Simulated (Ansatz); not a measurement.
Relaxation of CH$_{5}$BN (8 atoms, charge 0, multiplicity 2), to a largest force component of 0.02 eV/Å in at most 40 steps.

Level of theory: Ansatz, UHF/def2-SVP.

```xyz
8
Properties=species:S:1:pos:R:3:forces:R:3
C -0.587 0.789 -0.343 0.20 -1.03 0.25
B 0.529 -0.236 0.215 -0.46 4.02 -0.93
N 0.354 -1.516 0.408 -0.07 -3.12 0.58
H -1.506 0.261 -0.570 -0.38 0.08 -0.14
H -0.229 1.279 -1.244 0.10 0.14 -0.17
H -0.794 1.554 0.399 -0.02 0.20 0.15
H 1.569 0.287 0.453 0.78 -0.21 0.29
H 0.664 -2.419 0.683 -0.14 -0.08 -0.03
```

Task: Where does it end, and by what steps?

Result: The forces met the threshold. After 6 steps the energy has fallen by 0.172 eV; H7 moved furthest, 0.09 Å.

```tsv
step	energy less start (eV)	largest force component (eV/Å)	accepted
0	0.0000	4.024	yes
1	-0.1473	1.405	yes
2	-0.1705	0.097	yes
3	-0.1710	0.066	yes
4	-0.1718	0.050	yes
5	-0.1721	0.047	yes
6	-0.1721	0.003	yes
```

```xyz
8
Properties=species:S:1:pos:R:3
C -0.598 0.775 -0.344
B 0.548 -0.171 0.214
N 0.382 -1.517 0.410
H -1.529 0.251 -0.563
H -0.257 1.272 -1.257
H -0.809 1.568 0.380
H 1.640 0.268 0.497
H 0.622 -2.448 0.663
```

Whether the end is a true minimum wasn't checked by a vibrational analysis.

Run time: 15 s on 1 thread of Arm Neoverse N1, on a shared host, peak memory 0.12 GiB.
